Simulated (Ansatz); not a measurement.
Two shapes of triplet C6H6.

Shape 1:

```xyz
12

C    -0.8328   -1.0970   -0.1279
C     0.3242   -1.1891    0.6348
C     1.1625   -0.0893    0.7626
C     0.8430    1.1047    0.1296
C    -0.3155    1.1981   -0.6300
C    -1.1526    0.0976   -0.7599
H    -1.4834   -1.9566   -0.2284
H     0.5722   -2.1183    1.1311
H     2.0646   -0.1635    1.3560
H     1.4953    1.9627    0.2288
H    -0.5665    2.1295   -1.1206
H    -2.0549    0.1716   -1.3530
```

Shape 2:

```xyz
12

C     1.0060    0.7753    0.5767
C    -0.2060    0.5969    1.2439
C    -1.2120   -0.1784    0.6671
C    -1.0060   -0.7753   -0.5767
C     0.2060   -0.5969   -1.2439
C     1.2120    0.1784   -0.6671
H     1.7943    1.3828    1.0287
H    -0.3674    1.0645    2.2185
H    -2.1617   -0.3183    1.1898
H    -1.7943   -1.3828   -1.0287
H     0.3674   -1.0645   -2.2185
H     2.1617    0.3183   -1.1898
```

Basis set: def2-SVP (spherical functions). Frozen core: 6 orbitals. Charge 0, multiplicity 3.

Computed with Ansatz (development build ahead of 0.2.0); each method stands on the lowest determinant of its kind that the runs found.

Question: Which shape is lower in energy, and by how much in each method?

Answer:

| method | E(2) − E(1) (eV) |
| --- | --- |
| UHF | -0.060 |
| UHF-MP2 | -0.065 |

Shape 2 is lower. Caution: another spin multiplicity may lie lower; the unrestricted determinant is spin contaminated; the determinant breaks the point group.
